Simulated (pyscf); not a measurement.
`[CH2]=[O]` + `[H][H]` → `[CH3][OH]`, an addition across a multiple bond or ene-type step (singlet surface; H–H broken, C–H, H–O formed). Single points on ωB97X-D3(BJ)/def2-SVP structures (PySCF, gas phase). Energies in eV from the separated reactants.

Small-basis levels: PySCF, no dispersion term, spherical d functions. AM1 to PM7: differences of heats of formation from MOPAC, which are fitted to 298 K values and so differ in kind from electronic energies by zero-point and thermal terms. GFN2-xTB: tblite. Cost: rough CPU time at the saddle relative to B3LYP/6-31G*, from one job on a shared machine.

```json
[
 {"level": "HF/STO-3G", "barrier": "6.02", "reaction energy": "-2.13", "cost": "0.08"},
 {"level": "HF/6-31G*", "barrier": "3.87", "reaction energy": "-1.16", "cost": "0.09"},
 {"level": "MP2/6-31G*", "barrier": "3.56", "reaction energy": "-0.95", "cost": "0.1"},
 {"level": "SVWN5/6-31G*", "barrier": "2.32", "reaction energy": "-1.52", "cost": "0.8"},
 {"level": "BP86/6-31G*", "barrier": "2.88", "reaction energy": "-1.02", "cost": "1"},
 {"level": "B3LYP/3-21G", "barrier": "3.49", "reaction energy": "-1.11", "cost": "0.8"},
 {"level": "B3LYP/LANL2DZ", "barrier": "3.29", "reaction energy": "-1.38", "cost": "0.9"},
 {"level": "B3LYP/6-31G*", "barrier": "3.18", "reaction energy": "-1.05", "cost": "1"},
 {"level": "B3LYP/6-311+G**", "barrier": "2.89", "reaction energy": "-1.18", "cost": "1"},
 {"level": "GFN2-xTB", "barrier": "2.71", "reaction energy": "-1.85", "cost": "under 0.02"},
 {"level": "PM3", "barrier": "4.35", "reaction energy": "-0.25", "cost": "under 0.02"},
 {"level": "PM6", "barrier": "4.03", "reaction energy": "-0.05", "cost": "under 0.02"},
 {"level": "ωB97M-D3(BJ)/def2-TZVP", "barrier": "2.87", "reaction energy": "-1.24", "cost": "–"}
]
```

Against the last row the barrier runs from -0.54 (SVWN5/6-31G*) to +3.15 eV (HF/STO-3G). ωB97M-D3(BJ)/def2-TZVP has limits of its own. One saddle was located; it need not be the lowest between these sides.
